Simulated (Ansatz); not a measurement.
Geometry optimisation, Ansatz, RKS BLYP-D4/6-31G*.

Input:

```yaml
crystal:
  periodic: [false, false, false]
  atoms:
    - { symbol: Al, position_ang: [0.0, 0.0, 0.0] }
    - { symbol: O, position_ang: [0.0, 0.0, 2.13] }
    - { symbol: H, position_ang: [-0.9095, -0.2814, 2.4671] }
    - { symbol: H, position_ang: [1.351, 0.0, -0.78] }
    - { symbol: C, position_ang: [-1.706, 0.0, -0.985] }
    - { symbol: H, position_ang: [-2.2662, -0.9305, -0.7558] }
    - { symbol: H, position_ang: [-2.3102, 0.8797, -0.6796] }
    - { symbol: H, position_ang: [-1.5043, 0.0508, -2.0753] }
    - { symbol: H, position_ang: [0.0834, 1.7631, 0.5865] }
    - { symbol: H, position_ang: [0.0646, 1.3656, 1.5323] }
basis:
  gaussian: { orbitals: "6-31G*" }
hamiltonian:
  xc: blyp
  dispersion: d4
relax:
  f_tol: 0.15
  max_steps: 25
  restrain:
    - { distance: [0, 8], at: 2.76, k: 30.0 }
    - { distance: [9, 1], at: 2.21, k: 30.0 }
    - { distance: [0, 1], at: 1.78, k: 30.0 }
    - { distance: [9, 8], at: 0.66, k: 30.0 }
```

Launched with:

```bash
$ ansatz run input.yaml --threads 1 --pin off --max-ram 2048MiB --backend cpu --events-out ev --progress --plain --runs-dir out
```

Task: Where does it end, and by what steps?

Result: The forces met the threshold. The restraints hold the end off the free minimum. After 7 steps the energy has fallen by 1.539 eV (the restraints' own energy left out); H9 moved furthest, 0.75 Å. Joined: H9–H10 (1.03 → 0.71 Å).

```
step  energy less start (eV)  largest force component (eV/Å)  accepted
   0                  0.0000                           1.852       yes
   1                 -0.5015                           2.321       yes
   2                 -0.8993                           1.746       yes
   3                 -1.3035                           1.579       yes
   4                 -1.5175                           1.150       yes
   5                 -1.5576                           0.676       yes
   6                 -1.5195                           1.359       yes
   7                 -1.5391                           1.386       yes
```

```xyz
10
Properties=species:S:1:pos:R:3
Al -0.064 -0.195 0.063
O -0.031 -0.329 1.821
H -0.884 -0.327 2.294
H 1.395 -0.192 -0.582
C -1.747 -0.103 -0.962
H -2.362 -1.014 -0.849
H -2.375 0.747 -0.639
H -1.542 0.021 -2.040
H 0.237 2.403 0.954
H 0.176 1.835 1.381
```

The run took 16 s on 1 thread of Arm Neoverse V2 (shared host), peak memory 0.12 GiB.
